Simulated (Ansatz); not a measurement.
For PbO (Pbcm, No. 57), LDA (Ansatz, a program for electronic structure, plane waves, PAW) gives:

- volume per atom: 18.26 Å³/atom
- bulk modulus: 25.9 GPa
- cohesive energy: 5.06 eV/atom
- band gap at the measured cell: 1.99 eV
- formation enthalpy: -1.272 eV/atom

Task: What does r²SCAN (Ansatz, plane waves, PAW) give for the same quantities?

Result: 
- equilibrium volume per atom: 20.49 Å³/atom (rises by 12 %)
- bulk modulus: 14.2 GPa (shrinks by 45 %)
- cohesive energy: 4.07 eV/atom (drops by 0.99 eV/atom)
- band gap at the measured cell: 2.43 eV (increases by 0.44 eV)
- formation enthalpy: -1.236 eV/atom (moves by +0.036 eV/atom)

For comparison: equilibrium volume per atom 19.22 Å³/atom (measured, temperature not stated, no zero-point or thermal correction, from a published cell, temperature and pressure not stated; as tabulated in doi:10.1107/S0108270185007454).

Changes are worked out from the printed values.

Unless a cell is named, each level is at its own relaxed cell (LDA 18.26, r²SCAN 20.49 Å³/atom).

Levels without +SOC leave out spin–orbit coupling, which shifts energies and cells of such heavy elements.

Levels without +SOC have no spin–orbit coupling; where heavier elements are present it shifts gaps, mostly down, and can invert bands. Density-functional gaps are differences of (generalised) Kohn–Sham levels.

Ansatz's density-functional and Hartree–Fock values are scalar-relativistic unless marked +SOC, with PAW data made under PBE.
